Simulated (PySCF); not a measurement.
From orbital energies to excitation energies

Species: C4H7Cl.
Z-matrix (Å and degrees, GFN2-xTB geometry), rows numbered from 1:
```
Cl
C   1  1.7937
C   2  1.4996  1  110.48
C   3  1.5021  2  119.00  1   150.92
C   4  1.4962  3   60.02  2  -109.25
H   2  1.0897  1  106.57  3   121.25
H   2  1.0906  1  106.28  3  -121.52
H   3  1.0828  2  113.67  1   -64.25
H   4  1.0794  3  118.03  5   108.23
H   4  1.0789  3  118.07  5  -108.67
H   5  1.0791  3  117.80  4  -108.25
H   5  1.0786  3  118.34  4   108.57
```

Computed with PySCF, TDDFT B3LYP/def2-SVPD, vertical, gas phase, core orbitals frozen in the response.

Orbital energies (eV): HOMO-3 -8.68, HOMO-2 -8.47, HOMO-1 -8.09, HOMO -7.97, LUMO 0.25, LUMO+1 0.70, LUMO+2 0.96.

Computed singlets:

| state | E (eV) | f |
| --- | --- | --- |
| S1 | 7.12 | 0.015 |
| S2 | 7.17 | 0.0059 |
| S3 | 7.65 | 0.016 |
| S4 | 7.76 | 0.043 |
| S5 | 7.82 | 0.014 |
| S6 | 8.00 | 0.038 |
| S7 | 8.03 | 0.057 |
| S8 | 8.17 | 0.024 |

Question: Assign a leading configuration to S1, S2 and S5 and set E beside the orbital difference Δε.

Answer: 

```csv
state,leading configuration,weight,Δε (eV),E (eV),E − Δε (eV),f,other configurations
S1,HOMO→LUMO,0.87,8.22,7.12,-1.10,0.015,–
S2,HOMO-1→LUMO,0.86,8.34,7.17,-1.17,0.0059,–
S5,HOMO-1→LUMO+1,0.65,8.79,7.82,-0.97,0.014,H-2→L (15%)
```

E − Δε runs from -1.17 to -0.97 eV. Among themselves, these states come in the order of their orbital differences.

H and L stand for HOMO and LUMO. The other states: S3 7.65 eV, f 0.016, H-2→L (43%), H→L+1 (43%); S4 7.76 eV, f 0.043, H→L+1 (36%), H-2→L (36%), H-1→L+1 (14%); S6 8.00 eV, f 0.038, H→L+2 (56%), H-3→L (31%); S7 8.03 eV, f 0.057, H-3→L (45%), H→L+2 (37%); S8 8.17 eV, f 0.024, H-2→L+1 (34%), H-1→L+2 (29%), H→L+3 (29%).

Triplets (Tamm–Dancoff): T1 6.54 eV, H→L (66%), H→L+1 (10%); T2 6.55 eV, H-1→L (70%), H-1→L+1 (12%); T3 7.40 eV, H-2→L (54%), H-3→L (17%), H→L (15%).

Summed over the main configurations (up to three a state, each over 8%) of all 8 singlets, the electron leaves HOMO with weight 2.88, HOMO-1 with weight 1.95, HOMO-2 with weight 1.27 and HOMO-3 with weight 0.76.

One conformer stands for the species.
